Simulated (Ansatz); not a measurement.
# BeP+ (singlet): RKS PBE0, RPA-PBE over a scan of the distance P1–Be2, cc-pVDZ

Aim: run BeP+ (singlet) with these functionals over a scan of the distance P1–Be2, and hold them against the top wave-function level at the same points.

Computed with Ansatz 0.2.0, Gaussian basis. Level: cc-pVDZ, all electrons in the functionals, frozen cores in the correlation of double hybrids and RPA.

Plan: RKS PBE0, RPA-PBE, at 1.584 Å; 1.796 Å; 2.002 Å; 2.233 Å; 2.400 Å; 2.824 Å; 3.181 Å; 3.678 Å; 4.337 Å; 5.532 Å; 6.786 Å.

40 further runs of the same task are left out: 22 for a known fault of the program, 12 that didn't finish, 6 set aside as unsound or not needed.

## Step 1: The system

The geometry derives from a PBE0/def2-TZVP stationary point (not a proven minimum). One bond is set to the value named and the two fragments are kept rigid.

2 atoms, charge 1, spin multiplicity 1.

Atoms are counted from 1 here; the program's logs count them from 0.

Bond lengths: P1–Be2 2.002 Å.

No dispersion term is added.

The geometry shown and the zero of energy belong to the point 2.002 Å. The yardstick, FCI, and other wave-function levels (R restricted, U unrestricted, valence and pair active spaces) come from earlier runs.

## Step 2: RKS PBE0, 1.584 Å

Contents of in.yaml:

```yaml
crystal:
  periodic: [false, false, false]
  atoms:
    - {symbol: P, position_ang: [0.000000, 0.000000, 0.000000]}
    - {symbol: Be, position_ang: [0.000000, 0.000000, 1.584000]}
basis:
  gaussian: {orbitals: cc-pVDZ}
total_charge: 1
hamiltonian: {xc: {name: PBE0}}
```

Started as:

```bash
$ ansatz run in.yaml --threads 1 --pin off --events-out ev --progress --plain --max-ram 2393MiB
```

After this run come: RKS PBE0, 1.796 Å; RKS PBE0, 2.002 Å; RKS PBE0, 2.233 Å; RKS PBE0, 2.400 Å; RKS PBE0, 2.824 Å; RKS PBE0, 3.181 Å; RKS PBE0, 3.678 Å; RKS PBE0, 4.337 Å; RKS PBE0, 5.532 Å; RKS PBE0, 6.786 Å; RPA-PBE, 1.584 Å; RPA-PBE, 1.796 Å; RPA-PBE, 2.002 Å; RPA-PBE, 2.233 Å; RPA-PBE, 2.400 Å; RPA-PBE, 2.824 Å; RPA-PBE, 3.181 Å; RPA-PBE, 3.678 Å; RPA-PBE, 4.337 Å; RPA-PBE, 5.532 Å; RPA-PBE, 6.786 Å.

Before running them: what should the planned runs give, taken together? Wanted: span of the FCI curve; largest miss, RKS PBE0.

As calculated:

| quantity | value |
| --- | --- |
| span of the FCI curve | 299.6 kJ/mol |
| largest miss, RKS PBE0 | +38.1 kJ/mol (3.678 Å) |

RKS PBE0 strays by up to 38.1 kJ/mol, at 3.678 Å. Functionals and the yardstick converge differently with the basis, so part of each miss in cc-pVDZ is the basis.
